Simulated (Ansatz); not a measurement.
SiH₃, doublet along the distance Si1-H4

Starting geometry (PBE0/def2-TZVP stationary point for this spin, not checked as a minimum):

```xyz
4

Si    0.0001   -0.0001   -0.0437
H     1.4153    0.0146    0.4091
H    -0.7211    1.2200    0.4030
H    -0.6968   -1.2329    0.4066
```

From there H4 moves along the line of the two atoms named below, all else staying in place; atoms are numbered as listed. Energies are in eV, counted from the starting geometry at the same level. Kohn–Sham curves are unrestricted where that lies lower.

Basis cc-pVDZ; Ansatz 0.2.0. Correlated methods freeze the noble-gas cores. R marks a restricted (for open shells ROHF) determinant. Active spaces: valence = (7e, 7o) chosen from the atoms' valence shells.

Unrestricted Kohn–Sham rows aren't spin-pure: their determinants' ⟨S²⟩ exceeds S(S+1) by up to 0.39, so they mix in states of higher spin. Coupled cluster chose its determinant by trial CCSD, here up to 0.83 eV above the lowest Hartree–Fock solution of its kind. Runs in a small pair space aren't shown, since their orbitals change along the scan.

Full CI is exact within this basis and frozen core; it isn't the basis-set limit.

```json
{"distance Si1-H4 (Å)": "1.170", "full CI": "1.531", "curve A": "1.559", "curve B": "1.531", "curve C": "1.560", "curve D": "1.550"}
{"distance Si1-H4 (Å)": "1.352", "full CI": "0.218", "curve A": "0.232", "curve B": "0.218", "curve C": "0.232", "curve D": "0.241"}
{"distance Si1-H4 (Å)": "1.486", "full CI": "0.000", "curve A": "0.000", "curve B": "0.000", "curve C": "0.000", "curve D": "0.000"}
{"distance Si1-H4 (Å)": "1.629", "full CI": "0.135", "curve A": "0.123", "curve B": "0.135", "curve C": "0.119", "curve D": "0.098"}
{"distance Si1-H4 (Å)": "1.778", "full CI": "0.486", "curve A": "0.469", "curve B": "0.487", "curve C": "0.452", "curve D": "0.406"}
{"distance Si1-H4 (Å)": "2.020", "full CI": "1.219", "curve A": "1.217", "curve B": "1.219", "curve C": "1.159", "curve D": "1.075"}
{"distance Si1-H4 (Å)": "2.395", "full CI": "2.272", "curve A": "2.375", "curve B": "2.273", "curve C": "2.190", "curve D": "2.091"}
{"distance Si1-H4 (Å)": "2.803", "full CI": "3.000", "curve A": "3.108", "curve B": "3.000", "curve C": "2.924", "curve D": "2.834"}
{"distance Si1-H4 (Å)": "3.294", "full CI": "3.274", "curve A": "3.381", "curve B": "3.275", "curve C": "3.208", "curve D": "3.205"}
{"distance Si1-H4 (Å)": "4.029", "full CI": "3.293", "curve A": "3.459", "curve B": "3.294", "curve C": "3.205", "curve D": "3.340"}
{"distance Si1-H4 (Å)": "5.142", "full CI": "3.293", "curve A": "3.473", "curve B": "3.293", "curve C": "3.204", "curve D": "3.362"}
```

(1) The curves come from BLYP, NEVPT2 (valence space), PBE0, RCCSDT(Q). Compare each with full CI and say which is which.

In so small a basis the reference is far from its limit while semilocal and hybrid functionals are nearer theirs, so the functionals' errors here hold much of the reference's basis and frozen-core error, which can add to them or hide them.

Answers

(1) A: PBE0, B: RCCSDT(Q), C: NEVPT2 (valence space), D: BLYP. Spread of the error against full CI, over the points where both stand: A 0.198, B 0.001, C 0.118, D 0.250 eV. PBE0 at 5.142 Å lies 0.180 eV (5 %) above the reference in this basis.
